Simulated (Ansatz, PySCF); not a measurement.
ClH, SMILES Cl.

Geometry optimised at B3LYP-D3(BJ)/def2-TZVPD.

Vertical ionisation energy (IE) and electron affinity (EA) in eV. Rows of orbital energies are one-electron estimates. Where ΔSCF, EOM or ADC give a negative EA the extra electron is unbound and the value depends on the basis.

```json
[
 {"level": "−ε(HOMO), −ε(LUMO), CAM-B3LYP/def2-TZVPD (PySCF)", "IE": "10.95", "EA": "-0.59"},
 {"level": "−ε(HOMO), −ε(LUMO), M06-2X/def2-TZVPD (PySCF)", "IE": "10.90", "EA": "-0.36"},
 {"level": "−ε(HOMO), −ε(LUMO), PBE/def2-TZVPD (PySCF)", "IE": "8.04", "EA": "1.00"},
 {"level": "EOM-CCSD/aug-cc-pVDZ (PySCF)", "IE": "12.53", "EA": "-0.70"},
 {"level": "ADC(2)/aug-cc-pVDZ (PySCF)", "IE": "12.17", "EA": "-0.69"},
 {"level": "ΔSCF, CAM-B3LYP/def2-TZVPD (Ansatz), final states of multiplicity 2 and 2", "IE": "12.77", "EA": "-1.35"},
 {"level": "ΔSCF, PBE/def2-TZVPD (Ansatz), final states of multiplicity 2 and 2", "IE": "12.72", "EA": "-1.25"}
]
```

Task: What vertical singlet–triplet gap does ΔSCF give with CAM-B3LYP/def2-TZVPD (Ansatz, an electronic-structure program) and with PBE/def2-TZVPD (Ansatz)? (Estimate from the structure and the level; the computed values follow.)

Result: 7.19 and 7.07 eV (triplet above singlet where positive).

Task: Beyond the first one, list the lowest photoelectron lines from PySCF with ADC(2)/aug-cc-pVDZ with their pole strengths (two spins summed). (Estimate from the structure and the level; the computed values follow.)

Result: 16.26 eV (1.85), 26.39 eV (1.40).
